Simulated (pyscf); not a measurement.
Structures and frequencies: ωB97X-D3(BJ)/def2-SVP in PySCF.

Task: For the elementary gas-phase step HCl + HO–Ti(Cl)(Cl)–Cl -> Cl–Ti(Cl)(Cl)–Cl + H₂O (singlet surface; Cl–H, O–Ti broken, Cl–Ti, H–O formed), what barrier and reaction energy does ωB97M-D3(BJ)/def2-TZVP give, measured from the separated reactants?

Result: ΔE‡ = 0.42 eV, ΔE = -0.08 eV. Zero-point energy shifts the barrier by +0.03 eV. It is a four-centre exchange, with an imaginary mode of 911i cm⁻¹. On the product side the descent ends in an adduct with a O–Ti contact, 0.33 eV under the separated species and 0.80 eV under the saddle at ωB97X-D3(BJ)/def2-TZVP. What is counted as broken (O–Ti) persists as a longer contact in the product adduct; parting that adduct is a step of its own. At ωB97X-D3(BJ) the barrier from the zero used here is 0.27 eV. One saddle was located; it need not be the lowest between these sides.
